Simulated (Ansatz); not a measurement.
Coupled-cluster run, `C[B]Cl` radical.

```yaml
crystal:
  periodic: [false, false, false]
  atoms:
    - {symbol: C, position_ang: [-0.289912, 0.325247, -0.312353]}
    - {symbol: B, position_ang: [0.195337, -1.059515, 0.167719]}
    - {symbol: Cl, position_ang: [1.467766, -1.355694, 1.297794]}
    - {symbol: H, position_ang: [-1.073512, 0.641660, 0.390670]}
    - {symbol: H, position_ang: [0.494183, 1.088802, -0.289653]}
    - {symbol: H, position_ang: [-0.751961, 0.295401, -1.300377]}
basis:
  gaussian: {orbitals: def2-SVP}
magnetization: {spin_polarized: true, initial_magnetization: 1}
correlation: {method: ccsd_t}
scf: {omitted_lower_state_checks: [cluster_reference]}
```

```sh
$ ansatz run in.yaml --threads 2 --pin off --events-out ev --progress --plain
```

The program prints (abridged):

```
Functional definition: HF
607 factors; integrals over basis functions are off by at most 1.2e-3 eV
mean field evaluation 1: about -14245.7370 eV, gradient 1.6e1 eV
mean field evaluation 2: about -14245.7879 eV, gradient 1.6e1 eV
mean field evaluation 4: about -14247.6112 eV, gradient 2.1e0 eV
mean field evaluation 8: about -14247.6850 eV, gradient 2.6e-1 eV
mean field evaluation 16: about -14247.6864 eV, gradient 2.2e-6 eV
mean field -14247.68641405 eV, -523.5928182874 hartree, gradient 2.2e-6 eV, S^2 0.753681; 0 other end points of the search recorded, 0 dependent functions left out
7 core orbitals not correlated: weight in the atoms' cores, before any rotation towards them, 1.000 or more for the frozen orbitals, at most 0.000 for the correlated occupied ones
reference -14247.68641405 eV, -523.5928182874 hartree; 9, 8 occupied and 45, 46 virtual orbitals, 607 factors
second order -9.21776964 eV of doubles, -0.00000000 eV of singles
cycle   1  -9.91124188 eV  change   -6.9e-1 eV  update   6.8e-2
cycle   2  -10.15783608 eV  change   -2.5e-1 eV  update   2.2e-2
cycle   3  -10.20774503 eV  change   -5.0e-2 eV  update   1.2e-2
cycle   4  -10.20525787 eV  change    2.5e-3 eV  update   4.1e-3
cycle   5  -10.20429217 eV  change    9.7e-4 eV  update   1.5e-3
cycle   6  -10.20438396 eV  change   -9.2e-5 eV  update   4.6e-4
cycle   7  -10.20446032 eV  change   -7.6e-5 eV  update   1.8e-4
cycle   8  -10.20448867 eV  change   -2.8e-5 eV  update   6.0e-5
cycle   9  -10.20448769 eV  change    9.8e-7 eV  update   2.1e-5
perturbative correction -0.27601450 eV, -0.0101433458 hartree
Total energy: -14258.16691624 eV, -523.9779696390 hartree
Checks for a lower state left out: cluster_reference
```

Run time 1.6 s (2 threads of a server CPU on a shared host); peak host memory 0.21 GiB.

The correlation energy is -10.481 eV, 2.6 % of it from (T); the T1 diagnostic reads 0.0134.
